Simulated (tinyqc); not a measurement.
Inside a calculation. Method: harmonic frequencies on the B3LYP (VWN-RPA form)/sto-3g surface (energies and gradients from PySCF), for CH3+, spin multiplicity 1. One step of it, computed by the program tinyqc.

Question. Normal modes. Diagonalise H_ij / sqrt(m_i m_j); the 6 smallest eigenvalues belong to translations and rotations; wavenumber = sqrt(eigenvalue / 1822.888) x 219474.63; each mode has its largest component positive (the first on a tie); zero-point energy = sum of wavenumbers / 2, with 349.755 1/cm per kcal/mol. A mass of 2.014 u marks deuterium.

Hessian (symmetrised) (hartree/bohr^2), lower triangle:
```
             1Cx          1Cy          1Cz          2Hx          2Hy          2Hz          3Hx          3Hy
1Cx   0.65903138
1Cy  -0.00002076   0.65892084
1Cz   0.00024739  -0.00530924   0.16566822
2Hx  -0.37705154  -0.01006957  -0.00005188   0.37796513
2Hy  -0.01006667  -0.06229744   0.00007142   0.01068219   0.04409921
2Hz  -0.00005172   0.00007137  -0.05520011   0.00006402  -0.00027130   0.01840294
3Hx  -0.14971856   0.14131906  -0.00156868  -0.00098747   0.01968102  -0.00022157   0.13683003
3Hy   0.14131287  -0.28958433   0.00259436  -0.00374324   0.00962920   0.00009259  -0.14989666   0.28518711
3Hz  -0.00156844   0.00259409  -0.05522872   0.00003071   0.00010421   0.01839680   0.00167223  -0.00294737
4Hx  -0.13225888  -0.13122726   0.00137333   0.00006995  -0.02029637   0.00020926   0.01387680   0.01232622
4Hy  -0.13122566  -0.30703106   0.00264427   0.00313116   0.00856922   0.00010730  -0.01110173  -0.00523665
4Hz   0.00137330   0.00264426  -0.05523254  -0.00004278   0.00009567   0.01839806   0.00011719   0.00026063

             3Hz          4Hx          4Hy         4Hz
3Hz   0.01843098
4Hx  -0.00013498   0.11831286
4Hy   0.00024876   0.13919540   0.30369495
4Hz   0.01839661  -0.00144738  -0.00300100  0.01843767
```

masses (u): 1C 12.000000, 2H 1.007825, 3H 1.007825, 4H 2.014102

Give: eigenvalues of the mass-weighted Hessian; harmonic wavenumbers of the vibrations; mass-weighted modes; zero-point energy.

Answer.

eigenvalues of the mass-weighted Hessian (hartree/(bohr^2 u)): 0.000  0.000  0.000  0.000  0.000  0.000  0.051  0.059  0.072  0.217  0.392  0.426

harmonic wavenumbers of the vibrations (1/cm): 1157.5  1253.4  1375.7  2392.3  3219.7  3354.1

mass-weighted modes:
```
     mode 1  mode 2  mode 3  mode 4  mode 5  mode 6
1Cx  -0.312   0.000  -0.124  -0.166  -0.115  -0.298
1Cy   0.167  -0.005  -0.231  -0.310  -0.215   0.159
1Cz  -0.002  -0.482   0.002   0.003   0.002  -0.002
2Hx  -0.081   0.000  -0.063  -0.134   0.681   0.666
2Hy  -0.465   0.006   0.671   0.024   0.028   0.017
2Hz   0.005   0.554  -0.007   0.000   0.000   0.000
3Hx   0.342   0.000   0.593   0.094  -0.354   0.355
3Hy   0.325   0.006   0.319  -0.098   0.583  -0.563
3Hz  -0.003   0.554  -0.003   0.001  -0.006   0.006
4Hx   0.577   0.000  -0.073   0.433   0.049   0.005
4Hy  -0.309   0.004  -0.136   0.808   0.092  -0.003
4Hz   0.004   0.392   0.001  -0.008  -0.001   0.000
```

zero-point energy = 18.231 kcal/mol
